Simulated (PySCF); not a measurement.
Stepwise substitution at one centre (Si Cl-Br). All species are isolated molecules in the gas phase. Strings in code marks are SMILES.

Method: PBE-D3(BJ)/def2-TZVP // B3LYP-D3(BJ)/def2-TZVP run with PySCF. Excitations are Tamm–Dancoff values on a coarser integration grid. The basis has no diffuse functions, so Rydberg states are missing or too high.

```json
[
 {"species": "0 of 4 Cl replaced by Br (`Cl[Si](Cl)(Cl)Cl`)", "T1 excitation (TDA) (eV)": "–", "S1–T1 gap (TDA) (eV)": "–", "LUMO (eV)": "-1.74", "dipole moment (D)": "0.00"},
 {"species": "1 of 4 Cl replaced by Br (`Cl[Si](Cl)(Cl)Br`)", "T1 excitation (TDA) (eV)": "5.50", "S1–T1 gap (TDA) (eV)": "0.36", "LUMO (eV)": "-2.04", "dipole moment (D)": "0.10"},
 {"species": "2 of 4 Cl replaced by Br (`Br[Si](Br)(Cl)Cl`)", "T1 excitation (TDA) (eV)": "5.07", "S1–T1 gap (TDA) (eV)": "0.34", "LUMO (eV)": "-2.29", "dipole moment (D)": "0.11"},
 {"species": "3 of 4 Cl replaced by Br (`Br[Si](Cl)(Br)Br`)", "T1 excitation (TDA) (eV)": "4.78", "S1–T1 gap (TDA) (eV)": "0.29", "LUMO (eV)": "-2.49", "dipole moment (D)": "0.10"},
 {"species": "4 of 4 Cl replaced by Br", "T1 excitation (TDA) (eV)": "–", "S1–T1 gap (TDA) (eV)": "–", "LUMO (eV)": "-2.68", "dipole moment (D)": "0.00"}
]
```
